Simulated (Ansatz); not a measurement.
Hydrogen abstraction

Start structure (CH₅S₂, doublet), relaxed at PBE0-D4/def2-TZVP:

```tsv
atom	x (Å)	y (Å)	z (Å)
H1	-1.2146	0.0337	-1.3185
S2	-0.9588	0.5497	-0.1074
C3	0.8192	0.7540	-0.2993
S4	-0.7680	-2.0904	0.7762
H5	1.1831	1.1447	0.6504
H6	1.2912	-0.2083	-0.4876
H7	1.0431	1.4674	-1.0914
H8	-1.3952	-1.6507	1.8778
```

The step: CH₄S ([CH3][SH]) + HS → CH₃S ([CH3][S]) + H₂S; bonds formed: H1–S4; bonds broken: H1–S2. Computed with Ansatz 0.2.0 (basis: def2-TZVPP and def2-QZVPP); correlated methods freeze the cores; orbitals are unrestricted. Extrapolation: Hartree–Fock as exp(−7.88 √X), correlation as X^−2.97. Energies below are by CCSD(T) at an estimated basis limit (MP2 extrapolated from triple and quadruple zeta, plus CCSD(T) − MP2 in triple zeta).

Q: What are the electronic barrier and the energy of the step, from the start structure to the end structure? (Judge from chemistry; the value comes from the calculation.)

A: The calculation gives: Barrier 8.99 kcal/mol; step energy -1.28 kcal/mol (downhill); reverse barrier, their difference, 10.27 kcal/mol. Barrier and step energy count from the start structure, the reverse barrier from the end structure.

The saddle point: One imaginary mode of 861i cm⁻¹.
```json
{"pair": "H1–S4", "start (Å)": "3.02", "saddle (Å)": "1.63", "end (Å)": "1.35"}
{"pair": "H1–S2", "start (Å)": "1.34", "saddle (Å)": "1.53", "end (Å)": "2.61"}
```

Zero-point energy (harmonic, PBE0-D4): ZPE is 34.46 kcal/mol at the start and 31.63 kcal/mol at the saddle, so the barrier goes from 8.99 to 6.17 kcal/mol.

The T1 diagnostic stays at or below 0.022. ⟨S²⟩ of the unrestricted Hartree–Fock references: 0.76 to 0.81 (a pure state has 0.75). The unrestricted reference is spin-contaminated, which hurts MP2 most.

Labels in which every atom is bracketed show which atoms are joined, not bond orders.

For scale, one of the runs: CCSD(T)/def2-TZVPP, 185 basis functions, launched by `ansatz run in.yaml --threads 4 --pin off --events-out ev --progress --plain --max-ram 9574MiB`. Hardware: 4 CPU threads of an Arm Neoverse V1, shared host. Wall time 100 s; peak host memory 4.5 GiB.
